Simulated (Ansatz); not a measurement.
A made-up structure of AlSiH$_{3}$O, singlet:

```xyz
6
angstrom
O 0.4737 -2.0165 0.9416
Si -0.3504 -1.1896 -0.0461
Al 0.2721 1.1921 -0.0292
H -1.4083 -1.8278 -0.9024
H 0.9150 -2.4619 1.6817
H -0.4338 2.1593 1.0063
```

It is relaxed with PBE-D4/def2-SVP and then PBE0-D4/def2-TZVP (Ansatz 0.2.0). Atoms count as bonded within 1.22 times the sum of their covalent radii (H–H: 0.88 Å). The end point is not checked to be a true minimum.

Task: Does its bonding change? (Judge from chemistry; the calculation decides.)

Result: The calculation gives: No: no bond forms or breaks.

Where it ends: The first stage lowers the energy by 1.32 eV in 12 steps. It ends as AlSiH₃O ([OH][SiH][AlH]):
O1  (0.447, -2.404, 0.777)
Si2  (-0.582, -1.173, 0.357)
Al3  (0.219, 1.105, -0.018)
H4  (-1.160, -1.706, -0.925)
H5  (0.919, -2.290, 1.604)
H6  (-0.374, 2.323, 0.857)
(Å)

Labels in which every atom is bracketed show which atoms are joined, not bond orders.

For scale, one of the runs: PBE0-D4/def2-TZVP relaxation, 123 basis functions, launched by `ansatz run in.yaml --threads 2 --pin off --events-out ev --progress --plain --max-ram 4352MiB`. Hardware: 2 CPU threads of an Arm Neoverse V2, shared host. Wall time about 19 s.
